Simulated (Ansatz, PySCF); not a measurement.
Energy landscape of C2H4, singlet: twist about the double or partial double bond, both ends planar. Scanned: twist about the central bond. Other coordinates (C-C length, H-C-C angle, H-C-C angle, C-H length, C-H length) were minimised at PBE0/def2-TZVP.

- RKS-PBE/cc-pVTZ = restricted PBE/cc-pVTZ in Ansatz (a quantum-chemistry and plane-wave program)
- r2SCAN/cc-pVTZ (PySCF)
- CCSD(T) on RHF/cc-pVTZ, 2 core orbitals frozen (PySCF)

Energies relative to the lowest point of each profile, in kcal/mol; the last columns give the difference from CCSD(T):

```
at / °  RKS-PBE/cc-pVTZ  r2SCAN  CCSD(T)  RKS-PBE/cc-pVTZ − CCSD(T)  r2SCAN − CCSD(T)
------  ---------------  ------  -------  -------------------------  ----------------
0                   0.0     0.0      0.0                        0.0               0.0
7.50                0.7     0.7      0.7                        0.0               0.0
15                  2.7     2.9      2.7                        0.0               0.2
22.50               6.1     6.5      6.1                       -0.1               0.4
30                 10.8    11.6     10.9                       -0.1               0.7
37.50              16.8    18.0     16.9                       -0.1               1.1
45                 24.1    25.8     24.0                        0.0               1.7
52.50              32.5    34.9     32.3                        0.2               2.6
60                 42.1    45.2     41.4                        0.7               3.7
67.50              52.8    56.6     51.1                        1.7               5.5
75                 64.5    69.1     60.8                        3.7               8.2
82.50              77.0    82.5     69.4                        7.6              13.0
90                 90.2    96.6     74.2                       16.0              22.3
```

RKS-PBE/cc-pVTZ is furthest from CCSD(T) at 90 (16.0 kcal/mol, above); its mean absolute difference over the points is 2.3 kcal/mol.

r2SCAN is furthest from CCSD(T) at 90 (22.3 kcal/mol, above); its mean absolute difference over the points is 4.6 kcal/mol.

Near 90° the triplet can lie below this singlet.
